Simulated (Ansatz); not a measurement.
Reaction (ligand exchange at the Al–C bond): `F[CH2][AlH2]` + `[OH][AlH2]` → `[AlH2][O][AlH2]` + `CF`

Program: Ansatz. Geometries: PBE0-D4/def2-TZVP. ΔE: electronic, gas phase. CBS: MP2 limit from def2 TZ/QZ plus the TZ coupled-cluster correction, frozen cores. This one scheme is used for every species. DFT in def2-TZVPP.

| species | r2SCAN0-D4 energy (Eh) |
| --- | --- |
| `F[CH2][AlH2]` | -382.69340 |
| `[OH][AlH2]` | -319.45392 |
| `[AlH2][O][AlH2]` | -562.50441 |
| `CF` | -139.71585 |

Q: Work out ΔE.

A: ΔE = (-562.50441) + (-139.71585) − (-382.69340) − (-319.45392) = -0.07294 Eh = -191.5 kJ/mol. CCSD(T)/CBS gives -189.8 kJ/mol.

Largest T1 diagnostic among the species: 0.013.

In def2-TZVPP, CCSD(T) changes the Hartree–Fock value by +14.4 kJ/mol (the triples alone add +1.8 kJ/mol) and MP2 by +9.7 kJ/mol. From BLYP to BHLYP (50 % exact exchange), in def2-TZVPP and without D4, ΔE moves by −14.3 kJ/mol. At CCSD(T), def2-SVP lies −12.6 kJ/mol from the extrapolated value and def2-TZVPP −3.3 kJ/mol.
